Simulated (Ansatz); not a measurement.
# ClFH2Si: search for a transition state

Wanted: the transition state of a insertion of a carbenoid (form Si1–H3, Si1–F4 and break H3–F4). The guess is relaxed with those distances held, a saddle search follows, and vibrations and two downhill relaxations check it.

Method: PBE0-D4, def2-SVP first, then def2-TZVP; program: Ansatz 0.2.0, Gaussian basis.

90 further runs of the same task are left out: 90 set aside as unsound or not needed.

**1. Where the work starts**

The guess: 5 atoms, charge 0, spin multiplicity 1.

Atoms are counted from 1 here; the program's logs count them from 0.

Bond lengths: Si1–Cl2 2.023 Å, Si1–H3 1.559 Å, Si1–H5 1.455 Å. Angles: Cl2–Si1–H3 128.6°, Cl2–Si1–H5 104.3°, H3–Si1–H5 113.7°.

Geometry (Å):

```xyz
5
charge 0, multiplicity 1
Si   -0.2230   -0.4095    0.2852
Cl    1.3629   -1.6573    0.1490
H    -0.9766    0.3340   -0.8593
F    -0.2471    1.2965   -1.0040
H     0.0838    0.4363    1.4290
```

Distances that are to change: Si1–H3 1.56 Å, Si1–F4 2.14 Å, H3–F4 1.22 Å.

**2. Constrained relaxation of the guess**

Contents of hold/in.yaml:

```yaml
crystal:
  periodic: [false, false, false]
  atoms:
    - {symbol: Si, position_ang: [-0.223000, -0.409500, 0.285200]}
    - {symbol: Cl, position_ang: [1.362900, -1.657300, 0.149000]}
    - {symbol: H, position_ang: [-0.976600, 0.334000, -0.859300]}
    - {symbol: F, position_ang: [-0.247100, 1.296500, -1.004000]}
    - {symbol: H, position_ang: [0.083800, 0.436300, 1.429000]}
basis:
  gaussian: {orbitals: def2-SVP}
hamiltonian: {xc: pbe0, dispersion: d4}
relax: {f_tol: 0.08, max_steps: 120, escape_saddle: false, constraints: [{distance: [0, 2]}, {distance: [0, 3]}, {distance: [2, 3]}]}
```

Command:

```bash
ansatz run in.yaml --threads 2 --pin off --events-out ev --progress --plain --max-ram 4352MiB
```

After this run come: A starting Hessian; Saddle search in the small basis; Saddle search in triple zeta; Vibrations at the point found; Relaxing after a step of 0.30 Å one way along the mode; Relaxing after a step of 0.30 Å the other way along the mode.

**Question.** What will these runs give? Wanted: imaginary mode; barrier from the start side; barrier from the end side; energy of the step; pairs that change; zero-point energy at the saddle.

**Answer**, as computed:

```
                       quantity                                       value
                 imaginary mode                                  1237i cm⁻¹
    barrier from the start side                                 56.3 kJ/mol
      barrier from the end side                                362.8 kJ/mol
             energy of the step                               -306.6 kJ/mol
              pairs that change  Si1–H3 formed, Si1–F4 formed, H3–F4 broken
zero-point energy at the saddle                                    0.459 eV
```

What this shows: The point has a single imaginary mode (1237i cm⁻¹), as a transition state must. The two relaxations end on the structures that were planned. At PBE0-D4/def2-TZVP the electronic barrier is 56.3 kJ/mol, about 23 kT at 298 K, and the step runs 306.6 kJ/mol downhill. With so stiff a mode tunnelling counts: Wigner's rough correction is a factor of 2.5 at 298 K. A step off the saddle overshot and began above it in energy, so the link to its end is likely but not proven.
